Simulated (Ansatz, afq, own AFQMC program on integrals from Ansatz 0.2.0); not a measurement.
**BH$_{2}$O, doublet in cc-pVDZ, levels against CCSDT(Q)**

```
atom   x (Å)    y (Å)    z (Å)
   B  0.0000  -0.7889   2.4956
   O  0.0000   0.5433  -1.7493
   H  0.0000   0.0085   3.3932
   H  0.0000  -0.1700  -2.3939
```

Connectivity, by distances: BH ··· OH.

Basis cc-pVDZ. Noble-gas cores (and the filled d shells of Ga–Kr and In–Xe) are frozen. Ansatz 0.2.0 and our own AFQMC program on the same integrals; the CISD trial comes from CCSD amplitudes, and released means the phaseless constraint is let go. Uncertainties: one standard error, sampling alone.

Determinant: ROHF, the one that the program's search chose, which needn't be the lowest solution. The geometry is a point of a scan.

No full CI on the walks' own integrals is used here; CCSDT(Q) serves as the reference and is uncertain by about the last step of the cluster series.

Cautions: higher spins were not checked; a spin-contaminated unrestricted determinant lies lower (UHF 275 meV lower, ⟨S²⟩ 1.22).

```
T1 diagnostic                               : 0.0116
weight of the determinant in the CISD state : 0.878
size of the correlated space                : 11 electrons in 36 orbitals
```

```csv
level,correlation energy (eV)
MP2,-5.7941
CCSD,-6.9288
CCSD(T),-7.0127
```

Problem. Estimate where phaseless AFQMC with the Hartree–Fock trial lies against CCSD(T) on the same integrals.

Solution. 2.4 ± 10.0 kJ/mol above CCSD(T). The gap is under twice the noise, so this walk alone can't tell the two apart.

Reference: CCSDT(Q), correlation energy -7.037 eV. The released energy is read at 0.99 1/Eh, later times being too noisy (meV from the phaseless value at times in 1/Eh: -20 ± 16 at 0.24, -21 ± 25 at 0.51, -9 ± 18 at 0.99, -30 ± 43 at 1.62, -12 ± 34 at 2.40).

| level | E − E(reference) (kJ/mol) | share of correlation (%) |
| --- | --- | --- |
| CCSD(T) | 2.4 | 99.65 |
| CCSDT | 0.8 | 99.88 |
| ph-AFQMC/HF | 4.8 ± 10.0 | 99.29 |
| ph-AFQMC/CISD | 1.8 ± 1.1 | 99.74 |
| released AFQMC | 0.9 ± 1.7 | 99.87 |

A walk keeps the symmetry of its determinant, which the program's search chose and which needn't be the lowest solution, so a lower state of the same spin and another symmetry isn't excluded. Released energies are given only where the last usable release times agree within the noise; a slower fall can still hide under it.
